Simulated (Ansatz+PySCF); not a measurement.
A calculation with PySCF 2.14.0.

```python
from pyscf import gto, scf, cc

mol = gto.M(atom="""
N 0.000000 0.000000 0.000000
Al 0.991080 1.321440 2.861000
""", basis='sto-3g', charge=0, spin=0)
mf = scf.RHF(mol)
mf.kernel()
mycc = cc.CCSD(mf, frozen=6).run()
et = mycc.ccsd_t()
print(mf.e_tot, mycc.e_corr, et, mycc.e_tot + et)
```

The script is written out from the run's settings.

The run gave:

```yaml
Converged: yes
Reference_energy: -292.34178 hartree
CCSD_correlation_energy: -0.15003 hartree
Triples_correction: -0.00088 hartree
Total_energy: -292.49269 hartree
Spin_squared_of_the_determinant: 0.000
```

Caution: large amplitudes, a single reference is doubtful; stretched shape with no unrestricted run beside it, a lower state can exist; another spin multiplicity may lie lower; unrestricted orbitals would lower the determinant.
